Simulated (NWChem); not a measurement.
System: NH2, doublet; SMILES [NH2]

The following NWChem deck was run.

```
start job
memory heap 200 mb stack 900 mb global 1100 mb
geometry units angstroms noautoz
  N      0.000000     0.000000     0.166678
  H      0.804064     0.000000    -0.471843
  H     -0.804064     0.000000    -0.471843
end
basis spherical
  * library sto-3g
end
dft
  odft
  mult 2
  xc xtpss03 ctpss03
  iterations 150
  mulliken
end
task dft energy
```

NWChem printed, in part:

```
             Northwest Computational Chemistry Package (NWChem) 7.3.0
             --------------------------------------------------------

 C2V symmetry detected

                             Geometry "geometry" -> ""
                             -------------------------

 Output coordinates in angstroms (scale by  1.889725989 to convert to a.u.)

  No.       Tag          Charge          X              Y              Z
 ---- ---------------- ---------- -------------- -------------- --------------
    1 N                    7.0000     0.00000000     0.00000000     0.14189356
    2 H                    1.0000     0.80406400     0.00000000    -0.49662744
    3 H                    1.0000    -0.80406400     0.00000000    -0.49662744

 Effective nuclear repulsion energy (a.u.)       7.5444893523

      Symmetry information
      --------------------

 Group name             C2v
 Group number             16
 Group order               4
 No. of unique centers     2

                                 NWChem DFT Module
                                 -----------------

 Summary of "ao basis" -> "ao basis" (spherical)
 ------------------------------------------------------------------------------
       Tag                 Description            Shells   Functions and Types
 ---------------- ------------------------------  ------  ---------------------
 N                           sto-3g                  3        5   2s1p
 H                           sto-3g                  1        1   1s

      Symmetry analysis of basis
      --------------------------

        a1          4
        a2          0
        b1          2
        b2          1

            General Information
            -------------------
          SCF calculation type: DFT
          Wavefunction type:  spin polarized.
          No. of atoms     :     3
          No. of electrons :     9
           Alpha electrons :     5
            Beta electrons :     4
          Charge           :     0
          Spin multiplicity:     2
          Use of symmetry is: on ; symmetry adaption is: on
          Maximum number of iterations: 150
          AO basis - number of functions:     7
                     number of shells:     5
          Convergence on energy requested:  1.00D-06
          Convergence on density requested:  1.00D-05
          Convergence on gradient requested:  5.00D-04

              XC Information
              --------------
                  TPSS metaGGA Exchange Functional  1.000
             TPSS03 metaGGA Correlation Functional  1.000

             Grid Information
             ----------------
          Grid used for XC integration:  medium
          Radial quadrature: Mura-Knowles
          Angular quadrature: Lebedev.
          Tag              B.-S. Rad. Rad. Pts. Rad. Cut. Ang. Pts.
          ---              ---------- --------- --------- ---------
          N                   0.65       49           5.0       434
          H                   0.35       45           6.0       434
          Grid pruning is: on
          Number of quadrature shells:    94
          Spatial weights used:  Erf1

      Superposition of Atomic Density Guess
      -------------------------------------

 Sum of atomic energies:         -54.54937758

      Non-variational initial energy
      ------------------------------

 Total energy =     -54.404224
 1-e energy   =     -89.376077
 2-e energy   =      27.427364
 HOMO         =      -0.105219
 LUMO         =       0.577392

   Symmetry analysis of molecular orbitals - initial alpha
   -------------------------------------------------------

  Numbering of irreducible representations:

     1 a1          2 a2          3 b1          4 b2

  Orbital symmetries:

     1 a1          2 a1          3 b1          4 a1          5 b2
     6 a1          7 b1

   Symmetry analysis of molecular orbitals - initial beta
   ------------------------------------------------------

  Numbering of irreducible representations:

     1 a1          2 a2          3 b1          4 b2

  Orbital symmetries:

     1 a1          2 a1          3 b1          4 a1          5 b2
     6 a1          7 b1

     ---------------------------------------------
      Total Density - Mulliken Population Analysis
     ---------------------------------------------

    Atom       Charge   Shell Charges
 -----------   ------   -------------------------------------------------------
    1 N    7     7.42   2.00  1.78  3.64
    2 H    1     0.79   0.79
    3 H    1     0.79   0.79

     --------------------------------------------
      Spin Density - Mulliken Population Analysis
     --------------------------------------------

    Atom       Charge   Shell Charges
 -----------   ------   -------------------------------------------------------
    1 N    7     1.00   0.00  0.00  1.00
    2 H    1     0.00   0.00
    3 H    1     0.00   0.00

   convergence    iter        energy       DeltaE   RMS-Dens  Diis-err
 ---------------- ----- ----------------- --------- --------- ---------
 d= 0,ls=0.0,diis     1    -55.1326135264 -6.27D+01  2.97D-02  1.23D-02
                                                     2.79D-02  1.49D-02
 d= 0,ls=0.0,diis     2    -55.1375258133 -4.91D-03  1.40D-02  5.54D-03
                                                     1.16D-02  3.85D-03
 d= 0,ls=0.0,diis     3    -55.1409503404 -3.42D-03  7.71D-04  4.97D-05
                                                     2.27D-03  1.91D-04
 d= 0,ls=0.0,diis     4    -55.1410453793 -9.50D-05  4.97D-04  1.67D-06
                                                     5.72D-04  2.38D-06
 d= 0,ls=0.0,diis     5    -55.1410492855 -3.91D-06  7.39D-05  4.03D-08
                                                     4.21D-05  4.08D-09
 d= 0,ls=0.0,diis     6    -55.1410493243 -3.88D-08  2.40D-06  1.62D-11
                                                     3.04D-06  2.91D-11

         Total DFT energy =      -55.141049324278
      One electron energy =      -89.615052126486
           Coulomb energy =       34.612700638433
    Exchange-Corr. energy =       -7.683187188548
 Nuclear repulsion energy =        7.544489352323

 Numeric. integr. density =        9.000000877172

                  Occupations of the irreducible representations
                  ----------------------------------------------

                     irrep           alpha         beta
                     --------     --------     --------
                     a1                3.0          3.0
                     a2                0.0          0.0
                     b1                1.0          1.0
                     b2                1.0          0.0

                    DFT Final Alpha Molecular Orbital Analysis
                    ------------------------------------------

 Vector    3  Occ=1.000000D+00  E=-3.767726D-01  Symmetry=b1
              MO Center=  1.1D-16,  3.4D-33, -1.5D-01, r^2= 9.7D-01
   Bfn.  Coefficient  Atom+Function         Bfn.  Coefficient  Atom+Function
  ----- ------------  ---------------      ----- ------------  ---------------
     3      0.598775  1 N  px                 6      0.431070  2 H  s
     7     -0.431070  3 H  s

 Vector    4  Occ=1.000000D+00  E=-1.741098D-01  Symmetry=b2
              MO Center=  4.1D-31, -4.1D-15,  1.4D-01, r^2= 5.5D-01
   Bfn.  Coefficient  Atom+Function         Bfn.  Coefficient  Atom+Function
  ----- ------------  ---------------      ----- ------------  ---------------
     4      1.000000  1 N  py

 Vector    5  Occ=1.000000D+00  E=-1.713750D-01  Symmetry=a1
              MO Center=  4.7D-17,  4.1D-15,  2.9D-01, r^2= 7.0D-01
   Bfn.  Coefficient  Atom+Function         Bfn.  Coefficient  Atom+Function
  ----- ------------  ---------------      ----- ------------  ---------------
     5      0.739153  1 N  pz                 2      0.643732  1 N  s
     6     -0.267666  2 H  s                  7     -0.267666  3 H  s
     1     -0.131040  1 N  s

 Vector    6  Occ=0.000000D+00  E= 3.382692D-01  Symmetry=a1
              MO Center=  2.2D-17,  3.4D-18, -4.0D-01, r^2= 1.1D+00
   Bfn.  Coefficient  Atom+Function         Bfn.  Coefficient  Atom+Function
  ----- ------------  ---------------      ----- ------------  ---------------
     2      0.944695  1 N  s                  6     -0.857717  2 H  s
     7     -0.857717  3 H  s                  5     -0.807417  1 N  pz
     1     -0.136577  1 N  s

 Vector    7  Occ=0.000000D+00  E= 3.944471D-01  Symmetry=b1
              MO Center= -1.5D-16, -1.8D-33, -2.2D-01, r^2= 1.1D+00
   Bfn.  Coefficient  Atom+Function         Bfn.  Coefficient  Atom+Function
  ----- ------------  ---------------      ----- ------------  ---------------
     3      1.031255  1 N  px                 6     -0.851512  2 H  s
     7      0.851512  3 H  s

                     DFT Final Beta Molecular Orbital Analysis
                     -----------------------------------------

 Vector    2  Occ=1.000000D+00  E=-7.050131D-01  Symmetry=a1
              MO Center= -4.3D-16, -1.5D-29, -2.0D-01, r^2= 7.1D-01
   Bfn.  Coefficient  Atom+Function         Bfn.  Coefficient  Atom+Function
  ----- ------------  ---------------      ----- ------------  ---------------
     2      0.707290  1 N  s                  6      0.227001  2 H  s
     7      0.227001  3 H  s                  5     -0.214371  1 N  pz
     1     -0.210702  1 N  s

 Vector    3  Occ=1.000000D+00  E=-3.651167D-01  Symmetry=b1
              MO Center=  3.9D-16,  4.5D-32, -1.7D-01, r^2= 9.9D-01
   Bfn.  Coefficient  Atom+Function         Bfn.  Coefficient  Atom+Function
  ----- ------------  ---------------      ----- ------------  ---------------
     3      0.568803  1 N  px                 6      0.455434  2 H  s
     7     -0.455434  3 H  s

 Vector    4  Occ=1.000000D+00  E=-1.444846D-01  Symmetry=a1
              MO Center=  8.4D-17, -1.8D-32,  3.3D-01, r^2= 6.7D-01
   Bfn.  Coefficient  Atom+Function         Bfn.  Coefficient  Atom+Function
  ----- ------------  ---------------      ----- ------------  ---------------
     5      0.736376  1 N  pz                 2      0.665318  1 N  s
     6     -0.254143  2 H  s                  7     -0.254143  3 H  s
     1     -0.137966  1 N  s

 Vector    5  Occ=0.000000D+00  E=-1.272436D-02  Symmetry=b2
              MO Center= -2.0D-41, -1.3D-26,  1.4D-01, r^2= 5.5D-01
   Bfn.  Coefficient  Atom+Function         Bfn.  Coefficient  Atom+Function
  ----- ------------  ---------------      ----- ------------  ---------------
     4      1.000000  1 N  py

 Vector    6  Occ=0.000000D+00  E= 3.794578D-01  Symmetry=a1
              MO Center=  2.9D-15,  1.3D-26, -3.9D-01, r^2= 1.1D+00
   Bfn.  Coefficient  Atom+Function         Bfn.  Coefficient  Atom+Function
  ----- ------------  ---------------      ----- ------------  ---------------
     2      0.977836  1 N  s                  6     -0.851477  2 H  s
     7     -0.851477  3 H  s                  5     -0.810884  1 N  pz
     1     -0.145341  1 N  s

 Vector    7  Occ=0.000000D+00  E= 4.236136D-01  Symmetry=b1
              MO Center= -2.9D-15,  5.9D-32, -2.0D-01, r^2= 1.1D+00
   Bfn.  Coefficient  Atom+Function         Bfn.  Coefficient  Atom+Function
  ----- ------------  ---------------      ----- ------------  ---------------
     3      1.048085  1 N  px                 6     -0.838734  2 H  s
     7      0.838734  3 H  s

     ---------------------------------------------
      Total Density - Mulliken Population Analysis
     ---------------------------------------------

    Atom       Charge   Shell Charges
 -----------   ------   -------------------------------------------------------
    1 N    7     7.28   2.00  1.81  3.47
    2 H    1     0.86   0.86
    3 H    1     0.86   0.86

     --------------------------------------------
      Spin Density - Mulliken Population Analysis
     --------------------------------------------

    Atom       Charge   Shell Charges
 -----------   ------   -------------------------------------------------------
    1 N    7     1.08   0.00  0.04  1.04
    2 H    1    -0.04  -0.04
    3 H    1    -0.04  -0.04

     -------------------------------------------
      Total Density - Lowdin Population Analysis
     -------------------------------------------

    Atom       Charge   Shell Charges
 -----------   ------   -------------------------------------------------------
    1 N    7     7.17   2.00  1.65  3.53
    2 H    1     0.91   0.91
    3 H    1     0.91   0.91

     ------------------------------------------
      Spin Density - Lowdin Population Analysis
     ------------------------------------------

    Atom       Charge   Shell Charges
 -----------   ------   -------------------------------------------------------
    1 N    7     1.06   0.00  0.03  1.03
    2 H    1    -0.03  -0.03
    3 H    1    -0.03  -0.03

   alpha - beta orbital overlaps
   -----------------------------

   alpha      1      2      3      4      5      6      7
    beta      1      2      3      5      4      6      7
 overlap   1.000  0.999  1.000  1.000  0.999  0.999  1.000

     --------------------------
     Expectation value of S2:
     --------------------------
      <S2> =      0.7524 (Exact =     0.7500)

     Multipole analysis of the density
     ---------------------------------

     L   x y z        total         alpha         beta         nuclear
     -   - - -        -----         -----         ----         -------
     0   0 0 0     -0.000000     -5.000000     -4.000000      9.000000

     1   1 0 0      0.000000      0.000000      0.000000      0.000000
     1   0 1 0      0.000000      0.000000      0.000000      0.000000
     1   0 0 1     -0.677288     -0.497683     -0.179605     -0.000000

     2   2 0 0     -3.990167     -4.422731     -4.184957      4.617521
     2   1 1 0      0.000000      0.000000      0.000000      0.000000
     2   1 0 1      0.000000      0.000000      0.000000      0.000000
     2   0 2 0     -4.568738     -2.872059     -1.696679      0.000000
     2   0 1 1      0.000000      0.000000      0.000000      0.000000
     2   0 0 2     -4.855294     -3.753346     -3.366767      2.264819
```

Level: TPSS/STO-3G, spin-unrestricted. In the optimisation the excess spin sits in b2 (C2v, its own frame). Structure relaxed at the PBE0-D3(BJ)/def2-TZVP, spin-unrestricted level. No stability test was run on the SCF state.
